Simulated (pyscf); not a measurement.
# Four-centre exchange: H₂N–NH₂ + borane (BH₃) -> H₂B–NH₂ + ammonia (NH₃)

Gas phase, singlet surface, charge 0. Bonds broken: N1–N2, B7–H8. Bonds formed: N1–B7, N2–H8. Single points on ωB97X-D3(BJ)/def2-SVP structures (PySCF, gas phase). MP2 and CC: frozen core, UHF for open shells. ΔMP2 is the change of the MP2 total energy from the triple- to the quadruple-zeta basis.

Transition state (Å):

```xyz
10

N     -0.8291    -0.7839    -0.0805
N     -1.9347     0.9695     0.0245
H     -0.8293    -1.1338     0.8735
H     -1.5117    -1.2544    -0.6656
H     -1.2492     1.1670     0.7613
H     -2.8111     1.3777     0.4434
B      0.2997    -0.0606    -0.6793
H     -0.3855     1.1303    -0.8106
H      1.2341     0.1266     0.0799
H      0.4599    -0.2951    -1.8657
```

One imaginary mode, 1305i cm⁻¹; descent along it reached the two sides named, in the forms told below.

```json
[
 {"bond": "N1–N2", "change": "breaks", "reactant side (Å)": "1.440", "saddle": "2.076", "product side": "3.7"},
 {"bond": "B7–H8", "change": "breaks", "reactant side (Å)": "1.229", "saddle": "1.380", "product side": "2.7"},
 {"bond": "N1–B7", "change": "forms", "reactant side (Å)": "1.623", "saddle": "1.468", "product side": "1.394"},
 {"bond": "N2–H8", "change": "forms", "reactant side (Å)": "2.9", "saddle": "1.767", "product side": "1.024"}
]
```

Electronic energies relative to the separated reactants (kcal/mol):

```
level                             barrier  reaction energy  reverse barrier
--------------------------------  -------  ---------------  ---------------
ωB97X-D3(BJ)/def2-TZVP               42.7            -76.8            119.5
PBE/def2-TZVP                        17.3            -79.1             96.4
r²SCAN/def2-TZVP                     24.0            -80.5            104.5
B3LYP-D3(BJ)/def2-TZVP               31.0            -78.5            109.5
PBE0-D3(BJ)/def2-TZVP                31.6            -78.6            110.2
M06-2X/def2-TZVP                     41.6            -78.4            120.0
ωB97M-D3(BJ)/def2-TZVP               38.0            -78.9            116.9
HF/def2-TZVP                         83.9            -74.7            158.7
MP2/def2-QZVPP                       32.6            -81.8            114.4
CCSD/def2-TZVPP                      42.4            -78.8            121.2
CCSD(T)/def2-TZVPP                   31.7            -79.5            111.2
CCSD(T)/def2-TZVPP + ΔMP2(QZVPP)     32.1            -79.7            111.8
```

With CCSD(T)/def2-TZVPP + ΔMP2(QZVPP) energies and thermal terms (ideal gas, 1 atm, RRHO with modes under 100 cm⁻¹ raised to 100, one conformer, R ln 2 for rigid chiral ones), in kcal/mol:

| T (K) | ΔH‡ | ΔG‡ | ΔH | ΔG |
|---|---|---|---|---|
| 298 | 30.7 | 41.1 | -78.1 | -77.9 |
| 600 | 31.0 | 51.6 | -78.1 | -77.7 |
| 900 | 31.8 | 61.7 | -78.1 | -77.4 |
| 1200 | 32.7 | 71.5 | -78.2 | -77.2 |

On the reactant side the descent ends in an adduct with a B–N contact, 37.5 kcal/mol under the separated species and 80.2 kcal/mol under the saddle at ωB97X-D3(BJ)/def2-TZVP. What is counted as formed (B–N) is already present as a longer contact in the reactant adduct; forming that adduct is a step of its own. The products may also form a dative adduct at H₂B–NH₂; it and routes through it were not searched. The same reactants have a lower exit, to H₂B–NH–NH₂ + H₂ (barrier +3.4 kcal/mol at ωB97M-D3(BJ), against +38.0 kcal/mol here). This is the saddle that the search found; another between the same sides may lie lower. A restricted solution here is unstable towards spin polarisation, so biradical character is likely and single-reference numbers are less safe. The CCSD(T) − MP2 part came from Ansatz, without density fitting, on the same reference.
